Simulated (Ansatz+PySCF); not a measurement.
## doublet H4O2(-): levels of theory in one basis

```tsv
atom	x (Å)	y (Å)	z (Å)
O	-1.4561	-0.1570	0.0000
H	-1.9051	0.6936	0.0000
H	-0.5160	0.0878	0.0000
O	1.3735	0.1618	0.0000
H	1.5409	-0.4099	-0.7584
H	1.5409	-0.4099	0.7584
```

Basis set: aug-cc-pVDZ (spherical functions). Frozen core: 2 orbitals. Correlation on ROHF uses semicanonical orbitals with singles. Charge -1, multiplicity 2.

Computed with Ansatz (development build ahead of 0.2.0); each method stands on the lowest determinant of its kind that the runs found. NEVPT2 correlates all electrons. Active spaces start from the frontier orbitals, and the lowest solution found is given.

| method | E − E(ROHF) (eV) | <S²> of the determinant |
| --- | --- | --- |
| ROHF | 0.00 | 0.75 |
| UHF | 0.00 | 0.75 |
| ROHF-MP2 | -12.27 | – |
| UHF-MP2 | -12.27 | 0.75 |
| CASSCF(3,3) | -0.57 | – |

Q: What does SC-NEVPT2(3,3) give on the same scale?

A: -12.38 eV. NEVPT2 here correlates all electrons, so it doesn't share the others' frozen core.

Q: Is a single determinant a sound starting point here?

A: By this sign, yes. Unrestricted orbitals gain 0.00 eV and <S²> is 0.75 against 0.75 for a pure state. The CASSCF(3,3) natural occupations are 1.98, 1.00, 0.02.

Caution for CASSCF(3,3): other starts end on other solutions of this active space.
